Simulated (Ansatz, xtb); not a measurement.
CH2N: which of two isomers lies lower

We compare I, `[H]/[C]=N/[H]`, a doublet, with II, `[H]/[C]=N\[H]`, a doublet. Both are isolated molecules in the gas phase, relaxed with B3LYP-D4/def2-TZVP.

I (Å):

| atom | x (Å) | y (Å) | z (Å) |
| --- | --- | --- | --- |
| C | -0.4177 | 1.3361 | 0.3371 |
| N | -0.8697 | 0.2632 | -0.0514 |
| H | -1.6828 | -0.1381 | 0.4172 |
| H | 0.4485 | 1.8492 | -0.0968 |

II (Å):

```yaml
atoms:
  - { symbol: C, position_ang: [0.7558, -0.3954, 1.1213] }
  - { symbol: N, position_ang: [-0.2912, 0.1239, 0.7818] }
  - { symbol: H, position_ang: [-0.8161, -0.1732, -0.0487] }
  - { symbol: H, position_ang: [1.3707, -1.2101, 0.7158] }
```

Quicker runs give these differences E(II) − E(I): GFN2-xTB +4.0 kcal/mol; HF/STO-3G +7.5 kcal/mol (at GFN2-xTB geometries); r2SCAN-D4/def2-SVP +5.6 kcal/mol (at GFN2-xTB geometries).

Q: Estimate E(II) − E(I) at the level CCSD(T)/def2-TZVPP.

A: Calculated at CCSD(T)/def2-TZVPP: E(II) − E(I) = +5.1 kcal/mol, so structure I lies lower.

The same difference at several levels:

```tsv
level	geometry	E(II) − E(I) (kcal/mol)	departure from the last row (kcal/mol)	job, with rough time for the two
GFN2-xTB	GFN2-xTB	+4.0	−1.1	optimisation, 0.08 s
HF/STO-3G	GFN2-xTB	+7.5	+2.3	single point, 0.12 s
r2SCAN-D4/def2-SVP	GFN2-xTB	+5.6	+0.4	single point, 1.2 s
B3LYP-D4/def2-TZVP	B3LYP-D4/def2-TZVP	+4.6	−0.5	optimisation, 14 s
HF/def2-TZVPP	B3LYP-D4/def2-TZVP	+3.7	−1.4	part of the CCSD(T) run
MP2/def2-TZVPP	B3LYP-D4/def2-TZVP	+5.3	+0.2	part of the CCSD(T) run
CCSD(T)/def2-TZVPP	B3LYP-D4/def2-TZVP	+5.1		single point, 11 s
```

As drawn, both hold the same kinds of bond in the same numbers.

The levels shown agree on the order. The largest departure from CCSD(T)/def2-TZVPP is that of HF/STO-3G, 2.3 kcal/mol.

With harmonic frequencies from B3LYP-D4/def2-TZVP (ideal gas, rigid rotor, one conformer each, 298.15 K, 1 atm): on the last row, ΔE + ΔZPE = +4.6, ΔH = +4.6, ΔG = +4.5 kcal/mol.

Open shells are spin-unrestricted, with notable spin contamination under HF/STO-3G. The correlated steps freeze 2 core orbitals. Run with Ansatz 0.2.0, xtb 6.7.1; the last row on 1 thread of Intel(R) Xeon(R) Platinum 8488C (Sapphire Rapids) on a shared host.
